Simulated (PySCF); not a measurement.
# Relaxation of doublet [CH2]+

Method: PySCF, UPBE0, basis C def2-TZVP, H def2-TZVP (no relativity, density fitting). A (50,194) grid was used.

A hand-made bent start, of C2v symmetry, held to at least that symmetry:

```xyz
3
charge 1 multiplicity 2, angstrom
C     0.0000    0.0000   -0.0865
H     0.8590    0.0000    0.5150
H    -0.8590    0.0000    0.5150
```

At each step, columns x, y, z (Å) and Fx, Fy, Fz (eV/Å):

```
step 0  E − E(last) = 47.47 kJ/mol
C    0.000   0.000  -0.086   0.000   0.000   0.051
H    0.859   0.000   0.515   2.708   0.000  -0.025
H   -0.859   0.000   0.515  -2.708   0.000  -0.025
step 1  E − E(last) = 3.96 kJ/mol
C    0.000   0.000   0.002   0.000   0.000   0.981
H    1.011   0.000   0.471  -0.221   0.000  -0.490
H   -1.011   0.000   0.471   0.221   0.000  -0.490
step 2  E − E(last) = 1.26 kJ/mol
C    0.000   0.000   0.034   0.000   0.000   0.574
H    1.029   0.000   0.455  -0.286   0.000  -0.287
H   -1.029   0.000   0.455   0.286   0.000  -0.287
step 3  E − E(last) = 0.08 kJ/mol
C    0.000   0.000   0.061   0.000   0.000   0.132
H    1.034   0.000   0.441  -0.072   0.000  -0.066
H   -1.034   0.000   0.441   0.072   0.000  -0.066
step 4  E − E(last) = 0.00 kJ/mol
C    0.000   0.000   0.069   0.000   0.000   0.015
H    1.035   0.000   0.437  -0.001   0.000  -0.007
H   -1.035   0.000   0.437   0.001   0.000  -0.007
step 5  E − E(last) = 0.00 kJ/mol
C    0.000   0.000   0.071   0.000   0.000   0.001
H    1.036   0.000   0.436   0.001   0.000   0.000
H   -1.036   0.000   0.436  -0.001   0.000   0.000
```

It ends at C2v with C–H 1.098 Å (×2); H–C–H 141.1°. A frequency run shows a minimum. Other isomers or separated fragments may lie lower.

The relaxation took 1.6 s on 2 threads of a shared Arm Neoverse V2 host, with 43 basis functions and 6 gradients; the process peaked at 0.33 GiB.
